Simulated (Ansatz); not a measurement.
# C₂H₃Cl (singlet): the correlation ladder, cc-pV(D+d)Z

One table from this session's results is given with a row withheld; the runs are named, their logs left out.

The runs use Ansatz 0.2.0, Gaussian basis; cc-pV(D+d)Z, core rule «outside noble gas», up to 7 orbitals frozen.

The runs, in order: UHF; CCSD(T) on RHF; BCCD(T) on RHF; CISD; CCSDT(Q) on RHF; CASSCF and MRCISD+Q, 8 electrons in 8 orbitals; CASSCF and MRCISD+Q(relaxed), 8 electrons in 8 orbitals; CASSCF and NEVPT2, 8 electrons in 8 orbitals.

17 further runs of the same task are left out: 17 set aside as unsound or not needed.

### What is computed

The geometry is an MP2(full)/6-31G* stationary point (not a proven minimum).

6 atoms, charge 0, spin multiplicity 1.

Atoms are counted from 1 here; the program's logs count them from 0.

Bond lengths: C1–C2 1.331 Å, C1–Cl3 1.730 Å, C1–H4 1.083 Å, C2–H5 1.083 Å, C2–H6 1.084 Å. Angles: C2–C1–Cl3 123.2°, C2–C1–H4 123.6°, Cl3–C1–H4 113.2°, C1–C2–H5 122.2°, C1–C2–H6 119.5°, H5–C2–H6 118.3°.

Set-up of the first run:

Contents of in.yaml:

```yaml
crystal:
  periodic: [false, false, false]
  atoms:
    - {symbol: C, position_ang: [0.060764, 0.836344, 0.000000]}
    - {symbol: C, position_ang: [1.363987, 1.108835, 0.000000]}
    - {symbol: Cl, position_ang: [-0.570791, -0.774652, 0.000000]}
    - {symbol: H, position_ang: [-0.710334, 1.597291, 0.000000]}
    - {symbol: H, position_ang: [2.116859, 0.329755, 0.000000]}
    - {symbol: H, position_ang: [1.692860, 2.141453, 0.000000]}
basis:
  gaussian: {orbitals: "cc-pV(D+d)Z.json"}
magnetization: {spin_polarized: true, initial_magnetization: 0}
hamiltonian: {xc: hf}
output: {orbitals: {seedname: orbitals}}
```

Command:

```
ansatz run in.yaml --threads 1 --pin off --events-out ev --progress --plain --max-ram 3956MiB --backend cpu
```

Among the steps run: UHF; CCSD(T) on RHF; BCCD(T) on RHF; CISD; CCSDT(Q) on RHF; CASSCF and MRCISD+Q, 8 electrons in 8 orbitals; CASSCF and MRCISD+Q(relaxed), 8 electrons in 8 orbitals; CASSCF and NEVPT2, 8 electrons in 8 orbitals.

One of the session's tables, all rows but one given; the rest of the session is left out.

```
                    method  from RCCSDT(Q) (kcal/mol)
                       RHF                    +288.64
                      RMP2                     +32.71
                      CISD                     +43.17
                     RCCSD                     +10.23
                  RCCSD(T)                      +1.17
                   BCCD(T)                      +1.15
                    RCCSDT                      +0.70
                 RCCSDT(Q)                          0
           CASSCF frontier                    +225.88
           NEVPT2 frontier                     +36.75
           MRCISD frontier                     +26.30
         MRCISD+Q frontier                          ?
MRCISD+Q(relaxed) frontier                      +2.90
```

Estimate the missing values for MRCISD+Q frontier.

As computed: from RCCSDT(Q) (kcal/mol): +3.29. In the column «from RCCSDT(Q) (kcal/mol)» it lies between MRCISD+Q(relaxed) frontier (+2.90) and RCCSD (+10.23).
